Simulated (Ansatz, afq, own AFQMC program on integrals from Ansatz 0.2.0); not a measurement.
# Where AFQMC and coupled cluster stand for Be$_{2}$H$_{2}$, singlet

```yaml
atoms:
  - { symbol: Be, position_ang: [0.0000, 0.0000, 1.1370] }
  - { symbol: Be, position_ang: [0.0000, 0.0000, -1.1370] }
  - { symbol: H, position_ang: [0.0000, 0.0000, 2.4845] }
  - { symbol: H, position_ang: [0.0000, 0.0000, -2.4845] }
```

Connectivity, by distances: BeH–BeH.

Basis cc-pVDZ. Only valence electrons are correlated. Integrals, coupled cluster, full CI and functionals: Ansatz 0.2.0; the random walks run on the same integrals in our own AFQMC program. The CISD trial takes its coefficients from CCSD amplitudes. Released means that phaseless walkers are propagated on without the constraint, phases kept. Free AFQMC starts from the CCSD state and is never constrained. Its projection time is finite, and what remains of the start isn't in its error. Error bars are statistical, one sigma.

Determinant: RHF, the one that the program's search chose, which needn't be the lowest solution. The geometry is a point of a scan.

Full CI on the same integrals is exact in this basis and with this determinant's frozen core.

Cautions: the released energies move by 1.5 errors or more from one time to the next, so no released level is given (meV from the phaseless value at times in 1/Eh: 1 ± 4 at 0.24, 0 ± 4 at 0.51, -2 ± 5 at 0.99, 3 ± 4 at 1.62, -9 ± 4 at 2.40).

- T1 diagnostic: 0.0073
- weight of the determinant in the CISD state: 0.917
- size of the correlated space: 6 electrons in 36 orbitals

```csv
level,correlation energy (eV)
MP2,-2.1260
CCSD,-2.8776
CCSD(T),-2.9155
```

**Question.** Estimate where free-projection AFQMC lies against CCSD(T) on the same integrals.

**Answer.** 0.31 ± 0.13 kcal/mol below CCSD(T).

Reference: full CI, correlation energy -2.930 eV.

```
        level  E − E(reference) (kcal/mol)  share of correlation (%)
      CCSD(T)                         0.34                     99.49
        CCSDT                         0.04                     99.94
     CCSDT(Q)                         0.01                     99.98
ph-AFQMC/CISD                  0.01 ± 0.11                     99.99
   free AFQMC                  0.03 ± 0.13                     99.96
```

CCSDT and higher add their correlation energy to the determinant of the CCSD(T) run, since their own runs factorise the integrals more tightly (a shift of under 2 meV). Free projections are given only where their last times agree within the noise and don't stop above the reference; a slow remainder of the start can still hide under it. A walk keeps the symmetry of its determinant, which the program's search chose and which needn't be the lowest solution, so a lower state of the same spin and another symmetry isn't excluded.
